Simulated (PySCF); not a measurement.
Solvent effects on NMR parameters

Atom-mapped SMILES (the numbers label the heavy atoms): `[CH3:1][Si:2]([CH3:3])([CH3:4])[CH3:5]`. Hydrogens are named by the atom that carries them.

GIAO PBE0/pcSseg-1 in PySCF 2.14.0 with density-fitted response routines on one PBE0-D3(BJ)/def2-SVP conformer, non-relativistic, equivalent nuclei averaged. Solvents enter as an IEF-PCM continuum (acetone with ε = 20.5, acetonitrile with ε = 35.7) around the gas-phase geometry.

Gas phase, σ in ppm: C1/C3/C4/C5 184.4, Si2 352.0, H(C1)/H(C3)/H(C4)/H(C5) 31.27. Dipole moment 0.00 D.

Q: How does each σ change in the continuum?

A: 
| atoms | environment | Δσ, acetone | Δσ, acetonitrile |
| --- | --- | --- | --- |
| C1/C3/C4/C5 | methyl carbon bonded to Si | +1.0 | +1.1 |
| Si2 | silicon bonded to 4 C | -0.2 | -0.2 |
| H(C1)/H(C3)/H(C4)/H(C5) | hydrogen on a methyl carbon bonded to Si | -0.03 | -0.03 |

Changes are relative to the gas phase.

Q: Which nuclei move most (in ppm), and what does the model miss?

A: C1/C3/C4/C5 (methyl carbon bonded to Si, +1.1 ppm) in acetonitrile. A continuum only polarises the solute; specific hydrogen bonds, the anisotropy of aromatic solvents and changes of geometry or conformer are outside it.
